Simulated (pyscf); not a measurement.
[HN=SiH]• (SMILES N=[SiH]) + H₂ (SMILES [H][H]) -> H₂N–SiH₂• (SMILES N[SiH2]), an addition across a multiple bond or ene-type step (doublet surface; H–H broken, H–N, H–Si formed). Optimised with ωB97X-D3(BJ)/def2-SVP in PySCF. Energies in kcal/mol from the separated reactants.

AM1 to PM7: differences of heats of formation from MOPAC, which are fitted to 298 K values and so differ in kind from electronic energies by zero-point and thermal terms. Open shells are spin-unrestricted. 

### Question
In single points PM3 puts the saddle at 45.9 kcal/mol and the reaction energy at -24.0 kcal/mol. Should these be trusted to within a few kcal/mol? Compare with ωB97M-D3(BJ)/def2-TZVP.

### Answer
ωB97M-D3(BJ)/def2-TZVP gives ΔE‡ = 31.0 kcal/mol and ΔE = -47.7 kcal/mol. PM3 lies 14.9 kcal/mol over it in the barrier and 23.7 kcal/mol over it in the reaction energy, so on this step it does not hold to within 3.0 kcal/mol. ωB97M-D3(BJ)/def2-TZVP has limits of its own. At the saddle there is also a short H–Si contact that neither side keeps. From the product side, H₂N–SiH: [singlet] + H• lies, by one bond made or cut, 26.5 kcal/mol under this saddle at ωB97M-D3(BJ)/def2-TZVP. The same reactants have a lower exit, to H₂N–SiH: [singlet] + H• (barrier +17.5 kcal/mol at ωB97M-D3(BJ)/def2-TZVP, against +31.0 kcal/mol here). This is the saddle that the search found; another between the same sides may lie lower.
